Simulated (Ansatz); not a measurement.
Geometry optimisation, RKS PBE-D4/def2-SVP (Ansatz).

Input file:

```yaml
crystal:
  periodic: [false, false, false]
  atoms:
    - { symbol: O, position_ang: [-0.0275, 1.7318, 0.1425] }
    - { symbol: C, position_ang: [0.5819, 0.6437, 0.3883] }
    - { symbol: O, position_ang: [1.691, 0.8767, 1.0296] }
    - { symbol: "N", position_ang: [0.3025, -0.5323, 0.0723] }
    - { symbol: P, position_ang: [-1.2531, -0.817, -0.7916] }
    - { symbol: H, position_ang: [-0.8878, 1.5596, -0.3441] }
    - { symbol: H, position_ang: [2.1703, 0.0168, 1.1976] }
    - { symbol: H, position_ang: [-1.03976, 0.12838, -1.81208] }
    - { symbol: H, position_ang: [-2.08035, 0.02015, 0.02621] }
basis:
  gaussian: { orbitals: def2-SVP }
hamiltonian:
  xc: pbe
  dispersion: d4
relax:
  f_tol: 0.015
  max_steps: 40
output:
  orbitals: {}
```

Launched with:

```bash
$ ansatz run input.yaml --threads 1 --pin off --max-ram 2048MiB --backend cpu --events-out ev --progress --plain --runs-dir out
```

Question: Where does it end, and by what steps?

Answer: The forces met the threshold. The force dipped under the threshold on the way, but the program's further checks kept it going. After 27 steps the energy has fallen by 0.440 eV; H8 moved furthest, 0.83 Å.

```tsv
step	energy less start (eV)	largest force component (eV/Å)	accepted
0	0.0000	3.675	yes
1	-0.3622	1.246	yes
2	-0.4170	0.539	yes
3	-0.4168	0.158	no
4	-0.4265	0.241	yes
5	-0.4299	0.127	yes
6	-0.4314	0.041	yes
7	-0.4320	0.081	yes
8	-0.4325	0.067	yes
9	-0.4335	0.110	yes
10	-0.4341	0.091	yes
11	-0.4344	0.092	yes
12	-0.4354	0.029	yes
13	-0.4361	0.066	yes
14	-0.4364	0.094	yes
15	-0.4370	0.081	yes
16	-0.4383	0.067	yes
17	-0.4345	0.292	no
18	-0.4372	0.124	no
19	-0.4388	0.012	yes
20	-0.4393	0.030	yes
21	-0.4379	0.175	no
22	-0.4340	0.207	no
23	-0.4396	0.010	yes
24	-0.4398	0.048	yes
25	-0.4398	0.017	yes
26	-0.4399	0.008	yes
27	-0.4399	0.007	yes
```

```xyz
9
Properties=species:S:1:pos:R:3
O -0.116 1.830 0.618
C 0.595 0.697 0.495
O 1.819 0.881 1.015
N 0.247 -0.427 -0.022
P -1.312 -0.835 -0.626
H -0.978 1.677 0.170
H 2.267 0.017 0.902
H -1.044 -0.673 -2.041
H -2.021 0.460 -0.603
```

Whether the end is a true minimum wasn't checked by a vibrational analysis.

Time of the run: 110 s on 1 thread of Arm Neoverse V1 (shared host), peak memory 0.15 GiB.
